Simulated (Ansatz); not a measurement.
# H₃SO+: an energy map over angle H3–O1–S2 and angle H5–S2–O1

Aim: map the energy of H3OS, SMILES O[SH2+], charge +1 over two coordinates, and find its wells, ridges and stiffness.

Program: Ansatz 0.2.0. Level of theory: RHF-MP2, frozen core/def2-TZVP. These are calculated values, not measurements.

### 1 Starting geometry

SMILES `O[SH2+]`, 5 atoms, charge 1, spin multiplicity 1.

Atoms are counted from 1 here; the program's logs count them from 0.

Bond lengths: O1–S2 1.628 Å, O1–H3 0.990 Å, S2–H4 1.384 Å, S2–H5 1.384 Å. Angles: S2–O1–H3 108.2°, O1–S2–H4 99.6°, O1–S2–H5 99.6°, H4–S2–H5 92.9°.

As a file:

```xyz
5

O     0.4427   -0.8562    0.3431
S    -0.4687    0.4458   -0.0079
H    -0.0109   -1.3675    1.0592
H    -0.4761    0.3565   -1.3892
H     0.5130    1.4215   -0.0052
```

This geometry comes from a loose relaxation at PBE in a small basis, which is not shown.

### 2 Relaxing the molecule

File input.yaml:

```yaml
crystal:
  periodic: [false, false, false]
  atoms:
    - { symbol: O, position_ang: [0.442692, -0.856185, 0.343144] }
    - { symbol: S, position_ang: [-0.468717, 0.445788, -0.007933] }
    - { symbol: H, position_ang: [-0.010886, -1.367544, 1.059201] }
    - { symbol: H, position_ang: [-0.476082, 0.356453, -1.389182] }
    - { symbol: H, position_ang: [0.512994, 1.421488, -0.00523] }
total_charge: 1
basis:
  gaussian: { orbitals: def2-TZVP }
hamiltonian:
  xc: hf
output:
  forces: true
correlation:
  method: mp2
relax:
  f_tol: 0.003
  max_steps: 120
```

Command:

```bash
ansatz run input.yaml --threads 1 --pin off --max-ram 2560MiB --backend cpu --events-out ev --progress --plain --runs-dir out
```

The program printed, cut to the lines that bear on the results:

```text
Warning: RAYON_NUM_THREADS=1 ignored (pool sized by the plan → 1); use --threads N
[...]
Functional definition: HF
[...]
639 factors; integrals over basis functions are off by at most 3.2e-4 eV
[...]
mean field -12894.37873046 eV, -473.8596782206 hartree, gradient 2.6e-6 eV, S^2 0.000000; 0 other end points of the search recorded, 0 dependent functions left out
6 core orbitals not correlated: weight in the atoms' cores, before any rotation towards them, 1.000 or more for the frozen orbitals, at most 0.000 for the correlated occupied ones
reference -12894.37873046 eV, -473.8596782206 hartree; 7, 7 occupied and 73, 73 virtual orbitals, 639 factors
second order -11.15850774 eV of doubles, -0.00000000 eV of singles
[...]
relax step   1: F+E_penalty+E_count = -12905.53723820 eV  Δ(F+E_penalty+E_count) = +0.000e0 eV  max|allowed force component| = 1.094e0 eV/Å  Δτ_max = 0.0000 Å  (41 SCF iters, accepted)
[...]
relax step   6: F+E_penalty+E_count = -12905.58749328 eV  Δ(F+E_penalty+E_count) = +1.148e-4 eV  max|allowed force component| = 4.782e-2 eV/Å  Δτ_max = 0.0033 Å  (29 SCF iters, rejected (line search))
[...]
relax step   7: F+E_penalty+E_count = -12905.58763655 eV  Δ(F+E_penalty+E_count) = -2.842e-5 eV  max|allowed force component| = 2.570e-3 eV/Å  Δτ_max = 0.0016 Å  (29 SCF iters, accepted)
[...]
639 factors; integrals over basis functions are off by at most 2.9e-4 eV
mean field -12894.51594835 eV, -473.8647208851 hartree, gradient 1.7e-6 eV, S^2 0.000000; 1 other end points of the search recorded, 0 dependent functions left out
6 core orbitals not correlated: weight in the atoms' cores, before any rotation towards them, 1.000 or more for the frozen orbitals, at most 0.000 for the correlated occupied ones
reference -12894.51594835 eV, -473.8647208851 hartree; 7, 7 occupied and 73, 73 virtual orbitals, 639 factors
second order -11.07168820 eV of doubles, -0.00000000 eV of singles
[...]
Total energy: -12905.58763655 eV, -474.2715979218 hartree
Atom 0 at     0.428234    -0.833216     0.335230 Å, force     0.000873    -0.001083     0.000068 eV/Å
Atom 1 at    -0.454697     0.442714    -0.015711 Å, force     0.002570    -0.000021    -0.001810 eV/Å
Atom 2 at    -0.007146    -1.349309     1.043032 Å, force    -0.000977     0.000922     0.000073 eV/Å
Atom 3 at    -0.470440     0.345223    -1.363222 Å, force    -0.001637    -0.000385     0.000234 eV/Å
Atom 4 at     0.504050     1.394588     0.000672 Å, force    -0.000830     0.000567     0.001434 eV/Å
Dipole moment:    -0.190544     0.241690    -0.049956 e Å
Checks for a lower state left out: cluster_reference
```

It took 65 s on 1 thread of Intel Xeon at 2.50GHz (Skylake/Cascade Lake), shared host; peak memory 0.15 GiB.

Along the way:

| step | energy from step 1 (eV) | largest force component (eV/Å) |
| --- | --- | --- |
| 1 | 0.0000 | 1.0943 |
| 2 | -0.0379 | 0.6214 |
| 3 | -0.0492 | 0.1459 |
| 4 | -0.0487 | 0.2132 |
| 5 | -0.0504 | 0.0255 |
| 6 | -0.0503 | 0.0478 |
| 7 | -0.0504 | 0.0026 |

Close pairs (by a distance rule), those that changed most:

| bond | before (Å) | after (Å) | change (Å) |
| --- | --- | --- | --- |
| O1–S2 | 1.628 | 1.591 | -0.037 |
| S2–H4 | 1.384 | 1.351 | -0.033 |
| S2–H5 | 1.384 | 1.351 | -0.033 |
| O1–H3 | 0.990 | 0.978 | -0.012 |

### 3 The grid

- angle H3–O1–S2: 9 values from 74.6 to 144.6 °
- angle H5–S2–O1: 9 values from 64.7 to 134.7 °

Nothing else is relaxed (all other coordinates rigid). Energies count from the relaxed molecule at the same level. Points are written as (first, second).

Of the runs on the grid, 3 are shown in the steps below; the others differ only in the two coordinates.

### 4 The run at (74.6°, 108.5°)

File input.yaml:

```yaml
crystal:
  periodic: [false, false, false]
  atoms:
    - { symbol: O, position_ang: [0.428234, -0.833216, 0.33523] }
    - { symbol: S, position_ang: [-0.454697, 0.442714, -0.015711] }
    - { symbol: H, position_ang: [-0.34813, -0.883475, 0.928209] }
    - { symbol: H, position_ang: [-0.47044, 0.345223, -1.363222] }
    - { symbol: H, position_ang: [0.351355, 1.526632, -0.046193] }
total_charge: 1
basis:
  gaussian: { orbitals: def2-TZVP }
hamiltonian:
  xc: hf
output:
  forces: true
correlation:
  method: mp2
```

Command:

```bash
ansatz run input.yaml --threads 1 --pin off --max-ram 2560MiB --backend cpu --events-out ev --progress --plain --runs-dir out
```

The program printed, cut to the lines that bear on the results:

```text
Warning: RAYON_NUM_THREADS=1 ignored (pool sized by the plan → 1); use --threads N
[...]
Functional definition: HF
[...]
579 factors; integrals over basis functions are off by at most 1.2e-3 eV
[...]
mean field -12893.03407056 eV, -473.8102628807 hartree, gradient 1.1e-6 eV, S^2 0.000000; 0 other end points of the search recorded, 0 dependent functions left out
6 core orbitals not correlated: weight in the atoms' cores, before any rotation towards them, 1.000 or more for the frozen orbitals, at most 0.000 for the correlated occupied ones
reference -12893.03407056 eV, -473.8102628807 hartree; 7, 7 occupied and 73, 73 virtual orbitals, 579 factors
second order -11.34010132 eV of doubles, -0.00000000 eV of singles
[...]
Total energy: -12904.37417188 eV, -474.2270039177 hartree
Atom 0 at     0.428234    -0.833216     0.335230 Å, force    -0.889606     0.966390     0.514724 eV/Å
Atom 1 at    -0.454697     0.442714    -0.015711 Å, force    -0.159573     2.743507    -2.930613 eV/Å
Atom 2 at    -0.348130    -0.883475     0.928209 Å, force     0.904550    -3.815889     2.315494 eV/Å
Atom 3 at    -0.470440     0.345223    -1.363222 Å, force    -0.237477     0.193783    -0.082544 eV/Å
Atom 4 at     0.351355     1.526632    -0.046193 Å, force     0.382106    -0.087790     0.182939 eV/Å
Dipole moment:    -0.239234     0.399444    -0.128573 e Å
```

Run time: 4.1 s. Hardware: 1 thread of Intel Xeon at 2.50GHz (Skylake/Cascade Lake), shared host; peak memory 0.14 GiB.

That is 117 kJ/mol from the zero.

### 5 The run at (109.6°, 99.7°)

File input.yaml:

```yaml
crystal:
  periodic: [false, false, false]
  atoms:
    - { symbol: O, position_ang: [0.428234, -0.833216, 0.33523] }
    - { symbol: S, position_ang: [-0.454697, 0.442714, -0.015711] }
    - { symbol: H, position_ang: [-0.00738, -1.349101, 1.043039] }
    - { symbol: H, position_ang: [-0.47044, 0.345223, -1.363222] }
    - { symbol: H, position_ang: [0.504101, 1.394536, 0.000689] }
total_charge: 1
basis:
  gaussian: { orbitals: def2-TZVP }
hamiltonian:
  xc: hf
output:
  forces: true
correlation:
  method: mp2
```

Command:

```bash
ansatz run input.yaml --threads 1 --pin off --max-ram 2560MiB --backend cpu --events-out ev --progress --plain --runs-dir out
```

The program printed, cut to the lines that bear on the results:

```text
Warning: RAYON_NUM_THREADS=1 ignored (pool sized by the plan → 1); use --threads N
[...]
Functional definition: HF
[...]
578 factors; integrals over basis functions are off by at most 1.2e-3 eV
[...]
mean field -12894.51588062 eV, -473.8647183962 hartree, gradient 1.3e-6 eV, S^2 0.000000; 0 other end points of the search recorded, 0 dependent functions left out
6 core orbitals not correlated: weight in the atoms' cores, before any rotation towards them, 1.000 or more for the frozen orbitals, at most 0.000 for the correlated occupied ones
reference -12894.51588062 eV, -473.8647183962 hartree; 7, 7 occupied and 73, 73 virtual orbitals, 578 factors
second order -11.07171999 eV of doubles, -0.00000000 eV of singles
[...]
Total energy: -12905.58760062 eV, -474.2715966013 hartree
Atom 0 at     0.428234    -0.833216     0.335230 Å, force    -0.000413    -0.001418     0.001059 eV/Å
Atom 1 at    -0.454697     0.442714    -0.015711 Å, force     0.003134     0.001100    -0.002708 eV/Å
Atom 2 at    -0.007380    -1.349101     1.043039 Å, force     0.000104    -0.000295     0.000181 eV/Å
Atom 3 at    -0.470440     0.345223    -1.363222 Å, force    -0.001708    -0.000245     0.000178 eV/Å
Atom 4 at     0.504101     1.394536     0.000689 Å, force    -0.001117     0.000858     0.001289 eV/Å
Dipole moment:    -0.190598     0.241755    -0.049972 e Å
```

Run time: 7.3 s. Hardware: 1 thread of Intel Xeon at 2.50GHz (Skylake/Cascade Lake), shared host; peak memory 0.13 GiB.

Energy on the map's scale: 0 kJ/mol.

### 6 The run at (100.9°, 134.7°)

File input.yaml:

```yaml
crystal:
  periodic: [false, false, false]
  atoms:
    - { symbol: O, position_ang: [0.428234, -0.833216, 0.33523] }
    - { symbol: S, position_ang: [-0.454697, 0.442714, -0.015711] }
    - { symbol: H, position_ang: [-0.113004, -1.244976, 1.03837] }
    - { symbol: H, position_ang: [-0.47044, 0.345223, -1.363222] }
    - { symbol: H, position_ang: [-0.199657, 1.759666, -0.177325] }
total_charge: 1
basis:
  gaussian: { orbitals: def2-TZVP }
hamiltonian:
  xc: hf
output:
  forces: true
correlation:
  method: mp2
```

Command:

```bash
ansatz run input.yaml --threads 1 --pin off --max-ram 2560MiB --backend cpu --events-out ev --progress --plain --runs-dir out
```

The program printed, cut to the lines that bear on the results:

```text
Warning: RAYON_NUM_THREADS=1 ignored (pool sized by the plan → 1); use --threads N
[...]
Functional definition: HF
[...]
578 factors; integrals over basis functions are off by at most 1.3e-3 eV
[...]
mean field -12893.27477142 eV, -473.8191084741 hartree, gradient 1.7e-6 eV, S^2 0.000000; 0 other end points of the search recorded, 0 dependent functions left out
6 core orbitals not correlated: weight in the atoms' cores, before any rotation towards them, 1.000 or more for the frozen orbitals, at most 0.000 for the correlated occupied ones
reference -12893.27477142 eV, -473.8191084741 hartree; 7, 7 occupied and 73, 73 virtual orbitals, 578 factors
second order -11.20684504 eV of doubles, -0.00000000 eV of singles
[...]
Total energy: -12904.48161646 eV, -474.2309524330 hartree
Atom 0 at     0.428234    -0.833216     0.335230 Å, force     1.217917     1.188352     0.085373 eV/Å
Atom 1 at    -0.454697     0.442714    -0.015711 Å, force    -3.809357    -0.802494    -1.616707 eV/Å
Atom 2 at    -0.113004    -1.244976     1.038370 Å, force     0.308452    -0.268740     0.377534 eV/Å
Atom 3 at    -0.470440     0.345223    -1.363222 Å, force    -0.061050    -0.335514     0.157537 eV/Å
Atom 4 at    -0.199657     1.759666    -0.177325 Å, force     2.344038     0.218395     0.996263 eV/Å
Dipole moment:    -0.219219     0.314126    -0.051211 e Å
```

Wall time 5.9 s (1 thread of Intel Xeon at 2.50GHz (Skylake/Cascade Lake), shared host); peak memory 0.13 GiB.

Energy on the map's scale: 107 kJ/mol.

### 7 The map

81 points were computed. Energies in kJ/mol, from the relaxed molecule at the same level:

```csv
"angle H5–S2–O1 (°) ↓, angle H3–O1–S2 (°) →",74.6,83.4,92.1,100.9,109.6,118.4,127.1,135.9,144.6
134.7,196,149,120,107,106,116,133,155,177
126.0,158,109,79,64,62,71,87,108,130
117.2,131,80,48,32,29,36,51,71,93
108.5,117,63,30,12,8,14,28,48,69
99.7,116,61,25,6,0,5,18,37,59
91.0,131,74,36,15,8,12,24,43,64
82.2,164,104,65,42,33,36,48,66,88
73.5,213,152,112,87,77,78,89,107,129
64.7,278,217,175,150,138,138,148,165,186
```

The largest force on an atom (eV/Å) at each point:

```tsv
angle H5–S2–O1 (°) ↓, angle H3–O1–S2 (°) →	74.6	83.4	92.1	100.9	109.6	118.4	127.1	135.9	144.6
134.7	5.10	4.51	4.25	4.22	4.32	4.48	4.64	4.77	4.84
126.0	4.54	3.71	3.26	3.13	3.20	3.37	3.57	3.74	3.86
117.2	4.41	3.07	2.37	2.05	2.06	2.25	2.51	2.96	3.33
108.5	4.55	3.03	1.79	1.12	0.98	1.28	1.93	2.49	2.89
99.7	4.69	3.16	1.91	0.85	0.00	0.71	1.37	1.93	2.33
91.0	4.82	3.29	2.03	1.28	0.83	0.92	1.33	1.79	2.26
82.2	4.93	3.41	2.51	2.20	1.86	1.69	1.65	1.92	2.34
73.5	5.02	3.66	3.59	3.38	3.11	2.85	2.62	2.54	2.53
64.7	5.74	4.91	4.87	4.72	4.51	4.28	4.03	3.74	3.38
```

### 8 Summary of results

| quantity | value |
| --- | --- |
| lowest point | (109.6°, 99.7°), 0 kJ/mol |
| highest computed point | (74.6°, 64.7°), 278 kJ/mol above the lowest |
| largest force on an atom (eV/Å) | 0.00 at (109.6°, 99.7°) to 5.74 at (74.6°, 64.7°); 0.00 at the lowest point |
| time for the whole task | 9.2 min on 1 thread, shared host |

In words: The lowest computed point is at (109.6°, 99.7°), 0 kJ/mol from the relaxed molecule at the same level. No other kind of well shows on this grid. The highest computed point, (74.6°, 64.7°), lies 278 kJ/mol above the lowest. Round the minimum the two coordinates are nearly uncoupled.
